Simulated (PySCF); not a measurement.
Compound: H₃O₃P.
SMILES: `O=[PH](O)O`

Torsions of this conformer, `[O:1]=[PH:2]([OH:3])[OH:4]`: H–O3–P2–O1 -144°, H–O4–P2–O1 9°.

The closed-shell ground state was solved at several levels (PySCF, density fitting, gas phase, non-relativistic). Isolated species at its PBE0-D3(BJ)/def2-SVP geometry (one conformer only).

```csv
level,basis functions,HOMO (eV),LUMO (eV),gap (eV),dipole (D)
OPBE/pcSseg-2,193,-7.28,-0.59,6.69,3.42
PBE0/pcSseg-0,46,-8.62,0.86,9.48,3.53
HF/pcSseg-2,193,-12.86,2.42,15.28,3.94
PBE0/pcSseg-1,90,-8.75,0.70,9.45,3.53
KT3/pcSseg-2,193,-7.45,-0.95,6.50,3.39
BP86/pcSseg-2,193,-7.46,-0.68,6.78,3.46
PBE0/aug-cc-pVDZ,123,-8.84,-0.47,8.37,3.50
KT2/pcSseg-2,193,-7.47,-0.80,6.67,3.40
B3LYP/pcSseg-2,193,-8.67,-0.33,8.34,3.58
```

Question: Estimate the row for PBE/pcSseg-2, a basis of 193 functions; the other rows only guide the guess.

Answer: HOMO -7.36 eV, LUMO -0.77 eV, gap 6.59 eV, dipole 3.45 D.

Question: Over all these levels, which gives the widest orbital gap and which the narrowest?

Answer: HF/pcSseg-2 (Hartree–Fock, all exact exchange) has the widest, 15.28 eV, and KT3/pcSseg-2 (GGA) the narrowest, 6.50 eV. The two share the basis. From the narrowest to the widest the HOMO moves by -5.41 eV and the LUMO by +3.37 eV. The HOMO need not be the same orbital at Hartree–Fock and at DFT levels.

Question: How much does the basis alone move the frontier levels among the 3 PBE0 rows?

Answer: The HOMO by 0.22 eV and the LUMO by 1.33 eV. By rising basis size (HOMO, LUMO in eV): pcSseg-0 -8.62, 0.86; pcSseg-1 -8.75, 0.70; aug-cc-pVDZ -8.84, -0.47.

Question: In the pcSseg-2 basis, how does the gap go with the fixed share of exact exchange?

Answer: KT3 (0 %) 6.50 eV; PBE (0 %) 6.59 eV; KT2 (0 %) 6.67 eV; OPBE (0 %) 6.69 eV; BP86 (0 %) 6.78 eV; B3LYP (20 %) 8.34 eV; HF (100 %) 15.28 eV. Each rise in the share widens the gap here.

Question: How far do the dipole and the HOMO energy spread over the levels?

Answer: The dipole runs from 3.39 to 3.94 D (mean 3.52 D) and the HOMO from -12.86 to -7.28 eV.
